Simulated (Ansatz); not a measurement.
# UCCSD/def2-SVPD run of AlNH3O (SMILES [NH2][Al][OH])

Aim: the energy change on altering one bond length of AlNH3O at UCCSD/def2-SVPD, from 2 runs. 

The results are computed with Ansatz 0.2.0.

60 further runs of the same task are left out: 60 set aside as unsound or not needed. Runs told in other sessions of the task aren't counted.

## (1) The structure to begin with

AlNH3O: 6 atoms, total charge 0, spin state doublet. As SMILES, `[NH2][Al][OH]`. The shape is that of a PBE0-D4/def2-TZVP optimisation. This is one conformer, not always the lowest.

Bond lengths: N1–Al2 1.769 Å, Al2–O3 1.705 Å, N1–H4 1.009 Å, N1–H5 1.006 Å, O3–H6 0.956 Å. Angles: N1–Al2–O3 116.1°, Al2–N1–H4 124.1°, Al2–N1–H5 125.0°, Al2–O3–H6 122.8°, H4–N1–H5 110.9°.

## (2) The energy at UCCSD/def2-SVPD

File in.yaml:

```yaml
crystal:
  periodic: [false, false, false]
  atoms:
    - {symbol: N, position_ang: [-0.923900, 0.240200, -0.760800]}
    - {symbol: Al, position_ang: [0.595200, 0.601300, 0.070700]}
    - {symbol: O, position_ang: [1.194100, -0.618500, 1.101200]}
    - {symbol: H, position_ang: [-1.434300, -0.623600, -0.657200]}
    - {symbol: H, position_ang: [-1.394700, 0.861600, -1.396800]}
    - {symbol: H, position_ang: [2.005700, -0.525100, 1.596800]}
basis:
  gaussian: {orbitals: def2-SVPD}
magnetization: {spin_polarized: true, initial_magnetization: 1}
correlation: {method: ccsd, frozen_orbitals: {Al: 5, H: 0, "N": 1, O: 1}}
accuracy: high
scf: {omitted_lower_state_checks: [cluster_reference, increment]}
```

The run is started by

```
$ ansatz run in.yaml --threads 1 --pin off --max-ram 2610MiB --events-out events.jsonl --progress --plain --runs-dir runs
```

Standard output:

```text
Warning: RAYON_NUM_THREADS=1 ignored (pool sized by the plan → 1); use --threads N
Functional definition: HF
  name "HF"
  exchange = exact_x
  correlation = 0
these checks for a lower state are left out or cut short: cluster_reference, increment
1783 factors; integrals over basis functions are off by at most 3.5e-9 eV
mean field evaluation 1: about -10141.1830 eV, gradient 3.4e1 eV
mean field evaluation 2: about -10141.1879 eV, gradient 3.4e1 eV
mean field evaluation 4: about -10146.3453 eV, gradient 2.7e0 eV
mean field evaluation 8: about -10146.4756 eV, gradient 2.1e-1 eV
mean field -10146.47668877 eV, -372.8761407835 hartree, gradient 4.3e-8 eV, S^2 0.752347; 0 other end points of the search recorded, 0 dependent functions left out
7 core orbitals not correlated: weight in the atoms' cores, before any rotation towards them, 1.000 or more for the frozen orbitals, at most 0.000 for the correlated occupied ones
reference -10146.47668877 eV, -372.8761407835 hartree; 9, 8 occupied and 75, 76 virtual orbitals, 1783 factors
second order -11.78211268 eV of doubles, -0.00000000 eV of singles
cycle   1  -11.87050139 eV  change   -8.8e-2 eV  update   8.8e-2
cycle   2  -12.14644122 eV  change   -2.8e-1 eV  update   2.7e-2
cycle   3  -12.23802983 eV  change   -9.2e-2 eV  update   1.7e-2
cycle   4  -12.23608494 eV  change    1.9e-3 eV  update   4.7e-3
cycle   5  -12.23270323 eV  change    3.4e-3 eV  update   2.2e-3
cycle   6  -12.23316476 eV  change   -4.6e-4 eV  update   7.5e-4
cycle   7  -12.23317259 eV  change   -7.8e-6 eV  update   3.1e-4
cycle   8  -12.23315443 eV  change    1.8e-5 eV  update   1.1e-4
cycle   9  -12.23318062 eV  change   -2.6e-5 eV  update   4.9e-5
cycle  10  -12.23317263 eV  change    8.0e-6 eV  update   1.8e-5
cycle  11  -12.23317561 eV  change   -3.0e-6 eV  update   6.9e-6
cycle  12  -12.23318063 eV  change   -5.0e-6 eV  update   2.9e-6
cycle  13  -12.23318176 eV  change   -1.1e-6 eV  update   1.1e-6
cycle  14  -12.23318242 eV  change   -6.6e-7 eV  update   4.4e-7
cycle  15  -12.23318260 eV  change   -1.8e-7 eV  update   1.6e-7
cycle  16  -12.23318256 eV  change    3.9e-8 eV  update   7.2e-8
cycle  17  -12.23318258 eV  change   -1.9e-8 eV  update   3.5e-8
cycle  18  -12.23318259 eV  change   -9.4e-9 eV  update   2.2e-8
cycle  19  -12.23318263 eV  change   -4.6e-8 eV  update   7.9e-8
cycle  20  -12.23318264 eV  change   -6.5e-9 eV  update   2.0e-8
cycle  21  -12.23318264 eV  change   6.1e-10 eV  update   6.6e-9
cycle  22  -12.23318264 eV  change   -1.5e-9 eV  update   2.9e-9
cycle  23  -12.23318264 eV  change  -4.3e-10 eV  update   1.1e-9
Total energy: -10158.70987141 eV, -373.3257019535 hartree
Checks for a lower state left out: cluster_reference, increment
```

It took 36 s on 1 thread of Arm Neoverse V1, shared host; peak memory 1 GiB.

## (3) The distorted shape

File input.yaml:

```yaml
crystal:
  periodic: [false, false, false]
  atoms:
    - {symbol: N, position_ang: [-0.547271, -0.256905, -0.252015]}
    - {symbol: Al, position_ang: [0.971829, 0.104195, 0.579485]}
    - {symbol: O, position_ang: [1.570729, -1.115605, 1.609985]}
    - {symbol: H, position_ang: [-1.057671, -1.120705, -0.148415]}
    - {symbol: H, position_ang: [-1.394700, 0.861600, -1.396800]}
    - {symbol: H, position_ang: [2.382329, -1.022205, 2.105585]}
basis:
  gaussian:
    orbitals: def2-SVPD
magnetization:
  spin_polarized: true
  initial_magnetization: 1
correlation:
  method: ccsd
  frozen_orbitals: {Al: 5, H: 0, "N": 1, O: 1}
accuracy: high
scf:
  omitted_lower_state_checks: [cluster_reference, increment]
```

The run is started by

```
$ ansatz run input.yaml --threads 1 --pin off --max-ram 2610MiB --events-out events.jsonl --progress --plain --runs-dir runs
```

Standard output:

```text
Warning: RAYON_NUM_THREADS=1 ignored (pool sized by the plan → 1); use --threads N
Functional definition: HF
  name "HF"
  exchange = exact_x
  correlation = 0
these checks for a lower state are left out or cut short: cluster_reference, increment
1808 factors; integrals over basis functions are off by at most 3.8e-9 eV
mean field evaluation 1: about -10134.9857 eV, gradient 3.6e1 eV
mean field evaluation 2: about -10134.9910 eV, gradient 3.6e1 eV
mean field evaluation 4: about -10141.4851 eV, gradient 3.3e0 eV
mean field evaluation 8: about -10141.8718 eV, gradient 8.5e-1 eV
mean field evaluation 16: about -10142.5462 eV, gradient 2.0e-4 eV
mean field evaluation 32: about -10141.7713 eV, gradient 1.5e0 eV
mean field evaluation 64: about -10141.8006 eV, gradient 1.1e0 eV
mean field evaluation 96: about -10141.8448 eV, gradient 7.7e-1 eV
mean field evaluation 128: about -10141.8312 eV, gradient 5.1e-8 eV
mean field -10142.57143269 eV, -372.7326252695 hartree, gradient 3.3e-8 eV, S^2 1.407029; 11 other end points of the search recorded, 0 dependent functions left out
7 core orbitals not correlated: weight in the atoms' cores, before any rotation towards them, 1.000 or more for the frozen orbitals, at most 0.000 for the correlated occupied ones
reference -10142.57143269 eV, -372.7326252695 hartree; 9, 8 occupied and 75, 76 virtual orbitals, 1808 factors
second order -11.01760062 eV of doubles, -0.00000000 eV of singles
cycle   1  -11.22107228 eV  change   -2.0e-1 eV  update   1.1e-1
cycle   2  -11.59707846 eV  change   -3.8e-1 eV  update   5.3e-2
cycle   3  -11.83412154 eV  change   -2.4e-1 eV  update   4.5e-2
cycle   4  -11.95302751 eV  change   -1.2e-1 eV  update   3.3e-2
cycle   5  -12.12617620 eV  change   -1.7e-1 eV  update   2.4e-2
cycle   6  -12.20503847 eV  change   -7.9e-2 eV  update   1.1e-2
cycle   7  -12.23082272 eV  change   -2.6e-2 eV  update   4.6e-3
cycle   8  -12.23543689 eV  change   -4.6e-3 eV  update   1.8e-3
cycle   9  -12.23668407 eV  change   -1.2e-3 eV  update   7.4e-4
cycle  10  -12.23601638 eV  change    6.7e-4 eV  update   3.3e-4
cycle  11  -12.23581949 eV  change    2.0e-4 eV  update   1.7e-4
cycle  12  -12.23606288 eV  change   -2.4e-4 eV  update   9.4e-5
cycle  13  -12.23603731 eV  change    2.6e-5 eV  update   5.9e-5
cycle  14  -12.23603699 eV  change    3.2e-7 eV  update   3.9e-5
cycle  15  -12.23601478 eV  change    2.2e-5 eV  update   2.3e-5
cycle  16  -12.23599715 eV  change    1.8e-5 eV  update   1.3e-5
cycle  17  -12.23601228 eV  change   -1.5e-5 eV  update   8.3e-6
cycle  18  -12.23602406 eV  change   -1.2e-5 eV  update   4.5e-6
cycle  19  -12.23603229 eV  change   -8.2e-6 eV  update   2.9e-6
cycle  20  -12.23603484 eV  change   -2.5e-6 eV  update   1.8e-6
cycle  21  -12.23603376 eV  change    1.1e-6 eV  update   1.1e-6
cycle  22  -12.23603010 eV  change    3.7e-6 eV  update   7.1e-7
cycle  23  -12.23602828 eV  change    1.8e-6 eV  update   3.6e-7
cycle  24  -12.23602737 eV  change    9.1e-7 eV  update   1.8e-7
cycle  25  -12.23602707 eV  change    3.0e-7 eV  update   9.7e-8
cycle  26  -12.23602691 eV  change    1.6e-7 eV  update   6.6e-8
cycle  27  -12.23602701 eV  change   -1.0e-7 eV  update   1.2e-7
cycle  28  -12.23602706 eV  change   -4.3e-8 eV  update   5.0e-8
cycle  29  -12.23602707 eV  change   -1.6e-8 eV  update   2.7e-8
cycle  30  -12.23602709 eV  change   -2.1e-8 eV  update   1.6e-8
cycle  31  -12.23602710 eV  change   -2.5e-9 eV  update   9.2e-9
cycle  32  -12.23602709 eV  change    1.8e-9 eV  update   4.7e-9
cycle  33  -12.23602710 eV  change   -3.0e-9 eV  update   2.3e-9
cycle  34  -12.23602710 eV  change   -1.4e-9 eV  update   1.3e-9
cycle  35  -12.23602710 eV  change   -2.7e-9 eV  update  8.4e-10
cycle  36  -12.23602710 eV  change   -1.5e-9 eV  update  5.5e-10
cycle  37  -12.23602710 eV  change  -8.3e-10 eV  update  3.6e-10
Total energy: -10154.80745979 eV, -373.1822909717 hartree
Checks for a lower state left out: cluster_reference, increment
```

Wall time 65 s (1 thread of Arm Neoverse V1, shared host); peak memory 1 GiB.

## (4) Outcome

Level: UCCSD/def2-SVPD, 7 core orbitals frozen.

```
                                                         quantity          value
                                        first shape: total energy  -373.32570 Eh
         first shape: correlation energy (7 core orbitals frozen)     -449.6 mEh
                   first shape: ⟨S²⟩ of the reference determinant          0.752
                                       first shape: T1 diagnostic          0.017
                                    distorted shape: total energy  -373.18229 Eh
     distorted shape: correlation energy (7 core orbitals frozen)     -449.7 mEh
               distorted shape: ⟨S²⟩ of the reference determinant          1.407
                                   distorted shape: T1 diagnostic          0.072
energy change with the N1–H5 bond stretched from 1.006 to 1.811 Å       3.902 eV
```

With the N1–H5 bond stretched from 1.006 to 1.811 Å the energy rises by 3.90 eV (90 kcal/mol). The first shape isn't relaxed at this level, so the change isn't measured from a minimum. ⟨S²⟩ (distorted shape) is 1.41 where a pure doublet has 0.75: the reference is spin-contaminated. The T1 diagnostic (distorted shape) of 0.072 is above the customary mark for such species, so a single reference may not serve.
